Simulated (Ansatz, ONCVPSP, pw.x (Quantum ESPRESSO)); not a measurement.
# Ir (Z = 77): does the ONCV potential hold in the solid?

ONCVPSP 4.0.1.1 (patched build) input, shortened (lines: element, Z, core and valence counts, functional; n l f; lmax; l rc ep ncon nbas qcut; lloc lpopt rc5 dvloc0; l nproj debl; icmod fcfact rcfact), LDA (Perdew-Wang 92), scalar-relativistic:

```
  Ir 77.00   10    4  -001012      upf
    1    0    2.00
    2    0    2.00
    2    1    6.00
    3    0    2.00
    3    1    6.00
    3    2   10.00
    4    0    2.00
    4    1    6.00
    4    2   10.00
    4    3   14.00
    5    0    2.00
    5    1    6.00
    5    2    7.00
    6    0    2.00
    2
    0    1.35    0.00    3    8    7.80
    1    1.90    0.00    4    8    8.20
    2    1.65    0.00    3    7    6.20
    4    4    1.10   -1.00
    0    2    1.20
    1    2    2.80
    2    3    4.00
    3    5.75    1.45
```

Crystal test: fcc Ir in pw.x 7.5, no spin, 15³ k-points, Fermi–Dirac smearing 0.01 Ry, cutoffs 70/280 Ry. The reference is all-electron LAPW (Ansatz 0.2.0) with the same functional, mesh and smearing; V0 and B0 come from Birch–Murnaghan fits to the pressures at five volumes. Errors are pseudo minus all-electron; Δ is the rms difference of the E(V) curves that follow from these fits, minima aligned, over ±6 % about the mean V0. Mesh and smearing are coarse, so the numbers serve the comparison and aren't converged zero-temperature values; the lattice is a test structure that the element need not adopt.

```
V (Å³/atom)  P all-electron (GPa)  P pseudo (GPa)
     13.203                 21.62           15.64
     13.551                  9.22            3.85
     13.898                 -1.45           -6.28
     14.245                -10.62          -14.96
     14.593                -18.49          -22.41
```

All-electron: a0 = 3.812 Å (V0 = 13.85 Å³/atom), B0 = 402.4 GPa.

Pseudopotential: mean pressure error (GPa): -4.89; a0 (Å): 3.796; a0 error (%): -0.41; B0 error (%): +1.0; Δ (meV/atom): 15.2.

Q: At the middle volume, how do free energy and pressure move when the wave cutoff is lowered (ecutrho kept at four times it)?

A:

```json
{"cutoff (Ry)": "32", "shift of F (meV/atom)": "+2920.4", "shift of P (GPa)": "-122.74"}
{"cutoff (Ry)": "42", "shift of F (meV/atom)": "+468.9", "shift of P (GPa)": "-29.50"}
{"cutoff (Ry)": "56", "shift of F (meV/atom)": "+15.2", "shift of P (GPa)": "-2.03"}
```

The run at the middle volume (120 k-points, 7 iterations) took about 43 s on one core of a shared host (Neoverse-N1, 64 threads, 124 GiB, load 55).
